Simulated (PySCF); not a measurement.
## C₄H₄FN: full NMR table

- Formula: C4H4FN
- SMILES: N#CC/C=C/F
- InChI: InChI=1S/C4H4FN/c5-3-1-2-4-6/h1,3H,2H2/b3-1+
- Point group of the computed structure: C1
- Degrees of unsaturation: 3
- Carbon signals: 4
- Proton signals: 3

Mapped SMILES: `[N:1]#[C:2][CH2:3]/[CH:4]=[CH:5]/[F:6]`. Each H is labelled by its parent atom.

- NMR shieldings at PBE/pcSseg-2/GIAO
- spin–spin couplings from B3LYP/pcJ-1 (spin–dipole term only in couplings to heteroatoms)
- coordinates at the PBE0-D3(BJ)/def2-SVP level
- program: PySCF
- no solvent model, a single conformation, fast rotation and ring inversion assumed for equivalent nuclei, non-relativistic

References, each an isolated molecule treated in the same way: 1H, 13C against TMS; 19F vs CFCl3; 15N against NH3.

```tsv
carbon	δC, type	δH (multiplicity, J in Hz)	HMBC from (abs. J ≥ 3 Hz)	span of the C tensor (ppm)
C2	120.9, C	–	H(C3)	348
C3	18.1, CH2	2.92 (ddd, 9.4, 2.2, 1.7)	H(C5), H(C4)	30
C4	110.3, CH	5.41 (ddt, 12.7, 12.1, 9.4)	H(C5), H(C3)	177
C5	164.7, CH	6.86 (ddt, 85.7, 12.1, 1.7)	H(C4), H(C3)	141
```

Other nuclei:
| atoms | nucleus | environment | δ (ppm) | σ (ppm) |
| --- | --- | --- | --- | --- |
| F6 | 19F | vinylic fluorine | -125.0 | 267.9 |
| N1 | 15N | nitrile nitrogen | 296.6 | -35.5 |

Selected couplings (Hz, signed; the shortest-range and largest first, 30 at most; isotopes 13C, 19F, 1H, 15N): 1J(C5,F6) -346.5, 1J(C5,H(C5)) 201.8, 1J(C4,H(C4)) 171.5, 1J(C3,H(C3)) 139.6, 1J(C4,C5) 95.5, 1J(C2,C3) 68.0, 1J(C3,C4) 50.5, 1J(N1,C2) -18.1, 2J(F6,H(C5)) 85.7, 2J(C4,F6) 15.6, 2J(C3,C5) 9.5, 2J(C2,C4) -4.8, 2J(N1,C3) 3.4, 3J(F6,H(C4)) 12.7, 3J(H(C4),H(C5)) 12.1, 3J(H(C3),H(C4)) 9.4, 3J(C3,F6) 8.9, 3J(C2,C5) 5.9, 3J(N1,H(C3)) -1.6, 4J(C2,F6) 5.5, 4J(F6,H(C3)) 2.2, 4J(H(C3),H(C5)) -1.7.

Carbon types of the structure: 1 × C, 2 × CH, 1 × CH2, which accounts for all hydrogens. δC 164.7, 110.3: alkene CH; as expected for a trigonal carbon in a double bond. δC 120.9: nitrile carbon; C≡N carbons fall here, among the sp2 signals but without a proton. δC 18.1: allylic sp3 CH2; a saturated carbon with 2 carbon neighbours and no heteroatom attached. δH 6.86, 5.41: hydrogen on an alkene CH; olefinic region. δH 2.92: hydrogen on an allylic sp3 CH2; allylic position. The protons at 5.41 and 6.86 share a coupling of 12.1 Hz (vicinal, trans across C=C). The protons at 2.92 and 5.41 share a coupling of 9.4 Hz (vicinal).

C–F couplings over four or more bonds (about 3 Hz to the para carbon of a fluoroarene) are left out. Common functionals overestimate the size of one-bond C–F couplings by tens of Hz; these are unscaled. Splittings below 1 Hz are ignored in the labels, and close J values are merged. Unscaled 3J(H,H) at this level run about 10 % above measured values. Shifts are as computed, not scaled to solution data. Of 1211 compounds with measured shifts, 218 miss one by over three times the rms of a fit or turn the order of signals round; such compounds aren't used in these exercises. Couplings across =CH–CH2 type bonds come from one rotamer and its mirror image, and can be 1–2 Hz further off. Unscaled 19F shifts against computed CFCl3 carry errors that often reach 10 to 50 ppm. Experimental scales use liquid or dissolved standards, which lie at an offset from isolated NH3 (liquid NH3: subtract about 20 ppm). Unscaled 15N shifts of sp2 nitrogen come out 20 to 40 ppm too high even then.
